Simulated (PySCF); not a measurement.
Rows and methods have been separated. Pair them.

Species: HCF2CH2OH, C2H4F2O.
Z-matrix (Å and degrees, PBE0-D3(BJ)/def2-SVP geometry), rows numbered from 1:
```
O 
C   1  1.3900
C   2  1.5108  1  112.06
F   3  1.3466  2  111.30  1   -62.77
F   3  1.3624  2  108.27  1    54.93
H   1  0.9648  2  107.33  3   -51.28
H   2  1.1010  1  108.28  3  -119.66
H   2  1.1098  1  113.10  3   121.58
H   3  1.1050  2  112.84  1   174.66
```

The closed-shell ground state was solved 7 times with PySCF (density fitting, gas phase), always in the pcSseg-2 basis (236 functions), with these functionals: B3LYP, B97-2, BLYP, HF, KT2, mPW1PW91 and wB97X-D.

| row | total energy (Eh) | HOMO (eV) | LUMO (eV) | dipole (D) |
| --- | --- | --- | --- | --- |
| P | -358.6452 | -6.94 | -0.22 | 2.12 |
| Q | -353.5691 | -10.40 | 2.31 | 2.32 |
| R | -353.5870 | -8.50 | 0.53 | 2.28 |
| S | -353.6132 | -6.70 | -0.26 | 2.15 |
| T | -353.5570 | -8.17 | 0.60 | 2.25 |
| U | -351.9375 | -12.77 | 2.62 | 2.59 |
| V | -353.6788 | -8.23 | 0.22 | 2.29 |

Q: Which functional belongs to which row?

A: P = KT2, Q = wB97X-D, R = mPW1PW91, S = BLYP, T = B97-2, U = HF, V = B3LYP. By rising HOMO–LUMO gap: BLYP (GGA) 6.44 eV; KT2 (GGA) 6.72 eV; B3LYP (global hybrid, 20 % exact exchange) 8.45 eV; B97-2 (global hybrid, 21 % exact exchange) 8.77 eV; mPW1PW91 (global hybrid, 25 % exact exchange) 9.03 eV; wB97X-D (range-separated hybrid) 12.71 eV; HF (all exact exchange) 15.39 eV. Total energies of different functionals aren't bounds to one another; each is stationary for its own functional.

One conformer stands for the species.

The pairwise dispersion term of wB97X-D wasn't added to the energies; at a given geometry it leaves orbitals and properties as they are.
